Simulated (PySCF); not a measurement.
## Computed properties of hydrogen cyanide (CHN), SMILES C#N

hydrogen cyanide (CHN), SMILES C#N. Coordinates come from a B3LYP-D3(BJ)/def2-TZVPD optimisation. The values are those of a single conformer. All values are computed for the isolated molecule unless a solvent is named; none is compared with measurement here.

**Structure.** The optimised structure has C∞v symmetry. All 4 harmonic modes at B3LYP-D3(BJ)/def2-TZVPD (PySCF) are real, so it is a minimum.

**Vibrations.** The strongest infrared lines (harmonic, unscaled, degenerate partners summed) lie at 760 cm⁻¹ (71 km/mol, H 73 %, C 23 %), 3444 cm⁻¹ (66 km/mol, H 83 %, C 15 %), 2203 cm⁻¹ (1 km/mol, N 47 %, C 40 %, H 13 %). The softest mode is at 760 cm⁻¹ and the zero-point energy is 10.2 kcal/mol.

**Electronic structure.** r2SCAN/def2-TZVPD (PySCF) places the frontier levels at -9.33 and -0.62 eV, a gap of 8.71 eV, and gives a dipole moment of 3.03 D and a mean polarisability of 16.8 bohr³.

**Excitations.** TDDFT-ωB97X/def2-TZVPD (PySCF) has S1 at 7.81 eV (159 nm, f = 0.000, dark); the most intense of the 10 singlets computed lies at 10.31 eV (f = 0.18). Strengths of degenerate partners are summed. T1 (TDA) is at 6.46 eV. No vertical singlet excitation falls in the visible range (under 3.1 eV).

**NMR.** GIAO shifts at PBE0/pcSseg-2 (PySCF) (non-relativistic, atoms alike by connectivity averaged): ¹³C at 114.8 ppm against TMS; ¹H at 2.5 ppm against TMS.
